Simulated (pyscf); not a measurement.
## Four-centre exchange: Cl–Nb(Cl)(Cl)(Cl)–Cl (SMILES [Cl][Nb]([Cl])([Cl])([Cl])[Cl]) + HF (SMILES F) → HCl (SMILES Cl) + F–Nb(Cl)(Cl)(Cl)–Cl (SMILES [F][Nb]([Cl])([Cl])([Cl])[Cl])

Gas phase, singlet surface, charge 0. Bonds broken: Cl1–Nb2, F7–H8. Bonds formed: Cl1–H8, Nb2–F7. PySCF, gas phase, ωB97X-D3(BJ)/def2-SVP geometries.

Transition state (Å):

```xyz
8

Cl    -0.4842     0.9717     1.8788
Nb     0.1279    -0.1175    -0.4088
Cl     1.3878     1.6532    -0.9563
Cl    -1.8277     0.8217    -1.1533
Cl     0.3138    -1.4899    -2.1761
Cl     1.7963    -1.1639     0.7669
F     -1.1374    -1.2756     0.7790
H     -1.0799    -0.3936     1.5866
```

One imaginary mode, 725i cm⁻¹; descent along it reached the two sides named, in the forms told below.

```csv
bond,change,reactant side (Å),saddle,product side
Cl1–Nb2,breaks,2.355,2.6,2.9
F7–H8,breaks,0.940,1.197,2.422
Cl1–H8,forms,2.345,1.518,1.290
Nb2–F7,forms,2.408,2.086,1.867
```

Electronic energies relative to the separated reactants (kcal/mol):

| level | barrier | reaction energy | reverse barrier |
|---|---|---|---|
| ωB97X-D3(BJ)/def2-TZVP | 2.3 | -3.8 | 6.1 |
| PBE/def2-TZVP | 0.9 | -6.6 | 7.5 |
| r²SCAN/def2-TZVP | -0.7 | -7.0 | 6.2 |
| B3LYP-D3(BJ)/def2-TZVP | 2.6 | -5.1 | 7.8 |
| PBE0-D3(BJ)/def2-TZVP | 2.2 | -4.0 | 6.2 |
| M06-2X/def2-TZVP | 3.1 | -4.2 | 7.3 |
| ωB97M-D3(BJ)/def2-TZVP | 2.6 | -7.4 | 9.9 |
| HF/def2-TZVP | 17.3 | -8.9 | 26.2 |

With ωB97M-D3(BJ)/def2-TZVP energies and thermal terms (ideal gas, 1 atm, RRHO with modes under 100 cm⁻¹ raised to 100, one conformer, R ln 2 for chiral ones without a mode under 150 cm⁻¹), in kcal/mol:

| T (K) | ΔH‡ | ΔG‡ | ΔH | ΔG |
|---|---|---|---|---|
| 298 | 0.4 | 10.1 | -8.6 | -9.3 |
| 600 | 0.2 | 20.0 | -8.7 | -10.0 |
| 900 | 0.6 | 29.8 | -8.7 | -10.6 |
| 1200 | 1.1 | 39.5 | -8.7 | -11.2 |

On the reactant side the descent ends in an adduct with a F–Nb contact, 7.5 kcal/mol under the separated species and 9.8 kcal/mol under the saddle at ωB97X-D3(BJ)/def2-TZVP. On the product side the descent ends in an adduct with a Cl–Nb contact, 6.7 kcal/mol under the separated species and 12.8 kcal/mol under the saddle at ωB97X-D3(BJ)/def2-TZVP. At r²SCAN the saddle lies under the separated reactants, which points to a path from their complex (located at ωB97X-D3(BJ) alone). What is counted as formed (F–Nb) is already present as a longer contact in the reactant adduct; forming that adduct is a step of its own. What is counted as broken (Cl–Nb) persists as a longer contact in the product adduct; parting that adduct is a step of its own. One saddle was located; it need not be the lowest between these sides. Elements past Kr carry the def2 core potentials, without spin-orbit coupling.
